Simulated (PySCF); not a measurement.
**Telling settings apart by their effects on PBE0/pcSseg-0 results**

Settings: PySCF, density fitting, no solvent, no relativity; the PBE0-D3(BJ)/def2-SVP geometry of a molecule is the same in every run. Shieldings use GIAOs. All basis functions are spherical. Starting from PBE0/pcSseg-0, one thing was changed at a time: the basis to def2-SVP, the basis to 6-31G, the basis to pcSseg-1.

Changes against PBE0/pcSseg-0 in 4 molecules:

```json
{"molecule": "COC(=O)C(C)(C)C", "changed to": "def2-SVP", "mean 13C shielding (ppm)": "+7.0", "mean 17O shielding (ppm)": "+45.6", "HOMO energy (eV)": "+0.21", "mean 1H shielding (ppm)": "-1.09"}
{"molecule": "COC(=O)C(C)(C)C", "changed to": "6-31G", "mean 13C shielding (ppm)": "+11.7", "mean 17O shielding (ppm)": "+25.5", "HOMO energy (eV)": "+0.26", "mean 1H shielding (ppm)": "-0.17"}
{"molecule": "COC(=O)C(C)(C)C", "changed to": "pcSseg-1", "mean 13C shielding (ppm)": "-5.5", "mean 17O shielding (ppm)": "+16.3", "HOMO energy (eV)": "+0.09", "mean 1H shielding (ppm)": "-1.30"}
{"molecule": "CCCCOC(C)=O", "changed to": "def2-SVP", "mean 13C shielding (ppm)": "+6.3", "mean 17O shielding (ppm)": "+47.1", "HOMO energy (eV)": "+0.19", "mean 1H shielding (ppm)": "-1.20"}
{"molecule": "CCCCOC(C)=O", "changed to": "6-31G", "mean 13C shielding (ppm)": "+11.0", "mean 17O shielding (ppm)": "+25.6", "HOMO energy (eV)": "+0.20", "mean 1H shielding (ppm)": "-0.30"}
{"molecule": "CCCCOC(C)=O", "changed to": "pcSseg-1", "mean 13C shielding (ppm)": "-6.6", "mean 17O shielding (ppm)": "+14.8", "HOMO energy (eV)": "+0.05", "mean 1H shielding (ppm)": "-1.43"}
{"molecule": "CC(=O)OC(C)(C)C", "changed to": "def2-SVP", "mean 13C shielding (ppm)": "+7.7", "mean 17O shielding (ppm)": "+48.9", "HOMO energy (eV)": "+0.15", "mean 1H shielding (ppm)": "-1.14"}
{"molecule": "CC(=O)OC(C)(C)C", "changed to": "6-31G", "mean 13C shielding (ppm)": "+12.0", "mean 17O shielding (ppm)": "+26.8", "HOMO energy (eV)": "+0.20", "mean 1H shielding (ppm)": "-0.22"}
{"molecule": "CC(=O)OC(C)(C)C", "changed to": "pcSseg-1", "mean 13C shielding (ppm)": "-5.1", "mean 17O shielding (ppm)": "+13.9", "HOMO energy (eV)": "+0.03", "mean 1H shielding (ppm)": "-1.35"}
{"molecule": "CN(C)C=O", "changed to": "def2-SVP", "mean 13C shielding (ppm)": "+9.1", "mean 17O shielding (ppm)": "+71.6", "HOMO energy (eV)": "+0.04", "mean 1H shielding (ppm)": "-1.08"}
{"molecule": "CN(C)C=O", "changed to": "6-31G", "mean 13C shielding (ppm)": "+14.5", "mean 17O shielding (ppm)": "+53.2", "HOMO energy (eV)": "+0.17", "mean 1H shielding (ppm)": "-0.17"}
{"molecule": "CN(C)C=O", "changed to": "pcSseg-1", "mean 13C shielding (ppm)": "-4.5", "mean 17O shielding (ppm)": "+36.0", "HOMO energy (eV)": "-0.05", "mean 1H shielding (ppm)": "-1.39"}
```

For `CCC(N)=O` the PBE0/pcSseg-0 run gave mean 13C shielding 119.6 ppm, mean 17O shielding -130.9 ppm, HOMO energy -7.22 eV, mean 1H shielding 30.62 ppm. The changed runs lost their labels:

```json
{"run": "A", "mean 13C shielding (ppm)": "132.9", "mean 17O shielding (ppm)": "-79.6", "HOMO energy (eV)": "-7.03", "mean 1H shielding (ppm)": "30.40"}
{"run": "B", "mean 13C shielding (ppm)": "114.4", "mean 17O shielding (ppm)": "-90.3", "HOMO energy (eV)": "-7.29", "mean 1H shielding (ppm)": "29.04"}
{"run": "C", "mean 13C shielding (ppm)": "127.5", "mean 17O shielding (ppm)": "-54.6", "HOMO energy (eV)": "-7.10", "mean 1H shielding (ppm)": "29.36"}
```

Which run belongs to which change?

A: 6-31G; B: pcSseg-1; C: def2-SVP.

```json
{"run": "A", "change of mean 13C shielding (ppm), here / mean of the others": "+13.3 / +12.3", "change of mean 17O shielding (ppm), here / mean of the others": "+51.3 / +32.8", "change of HOMO energy (eV), here / mean of the others": "+0.19 / +0.21", "change of mean 1H shielding (ppm), here / mean of the others": "-0.22 / -0.21", "next best match": "def2-SVP"}
{"run": "B", "change of mean 13C shielding (ppm), here / mean of the others": "-5.2 / -5.4", "change of mean 17O shielding (ppm), here / mean of the others": "+40.6 / +20.2", "change of HOMO energy (eV), here / mean of the others": "-0.07 / +0.03", "change of mean 1H shielding (ppm), here / mean of the others": "-1.58 / -1.37", "next best match": "def2-SVP"}
{"run": "C", "change of mean 13C shielding (ppm), here / mean of the others": "+7.9 / +7.5", "change of mean 17O shielding (ppm), here / mean of the others": "+76.3 / +53.3", "change of HOMO energy (eV), here / mean of the others": "+0.12 / +0.15", "change of mean 1H shielding (ppm), here / mean of the others": "-1.26 / -1.13", "next best match": "pcSseg-1"}
```

Each run is given to the change whose mean effect on the other molecules lies nearest, every quantity measured in units of its scatter between molecules.

Would one quantity have been enough? Give each run to the change with the nearest mean effect on that quantity alone.

mean 13C shielding: 3 of 3 runs rightly; HOMO energy: 3 of 3 runs rightly; mean 1H shielding: 2 of 3 runs rightly; mean 17O shielding: 1 of 3 runs rightly.

Only sets that this rule tells apart clearly are shown.
